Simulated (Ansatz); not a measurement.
Geometry optimisation, UKS CAM-B3LYP-D4/def2-SVP (Ansatz 0.2.0).

input.yaml

```yaml
crystal:
  periodic: [false, false, false]
  atoms:
    - { symbol: C, position_ang: [0.1529, 0.7209, -0.10907] }
    - { symbol: B, position_ang: [-0.14097, -0.64406, 0.10579] }
    - { symbol: F, position_ang: [-0.40243, -1.83513, 0.29569] }
    - { symbol: H, position_ang: [0.39051, 1.75828, -0.29241] }
total_charge: 1
magnetization:
  spin_polarized: true
basis:
  gaussian: { orbitals: def2-SVP }
hamiltonian:
  xc: cam_b3lyp
  dispersion: d4
relax:
  f_tol: 0.02
  max_steps: 50
output:
  orbitals: {}
```

Launched with:

```bash
$ ansatz run input.yaml --threads 1 --pin off --max-ram 2048MiB --backend cpu --events-out ev --progress --plain --runs-dir out
```

Task: Where does it end, and by what steps?

Result: It converged. After 2 steps the energy has fallen by 0.007 eV; H4 moved furthest, 0.02 Å.

```tsv
step	energy less start (eV)	largest force component (eV/Å)	accepted
0	0.0000	0.449	yes
1	-0.0062	0.100	yes
2	-0.0065	0.017	yes
```

```xyz
4
Properties=species:S:1:pos:R:3
C 0.155 0.723 -0.112
B -0.143 -0.652 0.106
F -0.405 -1.845 0.299
H 0.393 1.774 -0.293
```

Whether the end is a true minimum wasn't checked by a vibrational analysis.

Time of the run: 100 s on 1 thread of AMD EPYC (Zen 3), on a shared host, peak memory 0.14 GiB.
